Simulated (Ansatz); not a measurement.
# HSiAl, triplet in 6-31G: errors against full CI

Geometry: that of the HSiAl, singlet, kept fixed.

```xyz
3

Si    0.0000   -0.0660    1.2777
Al    0.0000    0.0144   -1.3676
H     0.0000    1.4550    1.0066
```

Basis 6-31G; Ansatz 0.2.0. Correlated methods freeze the noble-gas cores, which leaves 8 electrons in 18 orbitals. R marks a restricted (for open shells ROHF) determinant, U an unrestricted one. Active spaces: valence = (8e, 9o) chosen from the atoms' valence shells.

Full CI is exact within this basis and frozen core; it isn't the basis-set limit. The frozen core follows each run's orbitals, which can shift R against U totals by a few meV.

For open shells CISD and CISDTQ are restricted-active-space CI with the open shells as a complete middle space.

* UHF ⟨S²⟩: 2.046
* T1 diagnostic (RCCSD): 0.0472
* largest doubles amplitude (RCCSD): 0.081
* T1 diagnostic (UCCSD): 0.0406

| level | E − E(RHF) (eV) |
| --- | --- |
| UHF | -0.1618 |
| RMP2 | -1.7927 |
| UMP2 | -1.7770 |
| RCCSD | -2.5452 |
| UCCSD | -2.5500 |
| RCCSD(T) | -2.6116 |
| UCCSD(T) | -2.6136 |

(1) Estimate how far full CI in 6-31G lies from RCCSD(T). The table doesn't fix it; the size of (T) and the diagnostics are the guide.

(1) Full CI in 6-31G lies 3.3 kJ/mol below RCCSD(T), which is 51 % of the (T) step (-6.4 kJ/mol). T1 is raised, and the rest is a large part of (T).

The other levels:

```json
{"level": "CISD", "E − E(full CI) (kJ/mol)": "23.2", "share of correlation (%)": "90.89", "wall time": "0.42 s"}
{"level": "BCCD(T)", "E − E(full CI) (kJ/mol)": "3.4", "share of correlation (%)": "98.68", "wall time": "0.66 s"}
{"level": "RCCSDT", "E − E(full CI) (kJ/mol)": "0.7", "share of correlation (%)": "99.75", "wall time": "–"}
{"level": "UCCSDT", "E − E(full CI) (kJ/mol)": "0.6", "share of correlation (%)": "99.77", "wall time": "–"}
{"level": "CISDTQ", "E − E(full CI) (kJ/mol)": "0.7", "share of correlation (%)": "99.75", "wall time": "4.8 s"}
{"level": "RCCSDT(Q)", "E − E(full CI) (kJ/mol)": "0.1", "share of correlation (%)": "99.95", "wall time": "2.1 s"}
{"level": "UCCSDT(Q)", "E − E(full CI) (kJ/mol)": "0.0", "share of correlation (%)": "99.99", "wall time": "1.9 s"}
{"level": "RCCSDTQ", "E − E(full CI) (kJ/mol)": "0.0", "share of correlation (%)": "99.99", "wall time": "18 s"}
{"level": "UCCSDTQ", "E − E(full CI) (kJ/mol)": "0.0", "share of correlation (%)": "100.00", "wall time": "19 s"}
{"level": "CASSCF (valence space)", "E − E(full CI) (kJ/mol)": "73.6", "share of correlation (%)": "71.18", "wall time": "–"}
{"level": "NEVPT2 (valence space)", "E − E(full CI) (kJ/mol)": "21.3", "share of correlation (%)": "91.65", "wall time": "2.1 s"}
{"level": "MRCISD (valence space)", "E − E(full CI) (kJ/mol)": "2.5", "share of correlation (%)": "99.02", "wall time": "–"}
{"level": "MRCISD+Q (valence space)", "E − E(full CI) (kJ/mol)": "0.6", "share of correlation (%)": "99.78", "wall time": "3.2 s"}
```

The correlation energy at full CI, counted from RHF, is -2.646 eV. That run took 26 s on 1 thread of Intel Xeon 6975P-C, shared host over 4,681,152 determinants.

Times hold each run's SCF and search for its determinant on a shared host, so for small cases they say little of a method's own cost; they ran on 1 thread of Intel Xeon 6975P-C.

The full-CI state has the irrep A'' of Cs, in the program's axes.

Natural occupations of full CI about the gap: 1.969 1.942 1.887 1.002 0.976 0.060 0.051 0.044 0.034 0.009; effectively unpaired electrons, Σ n²(2−n)², 2.10.
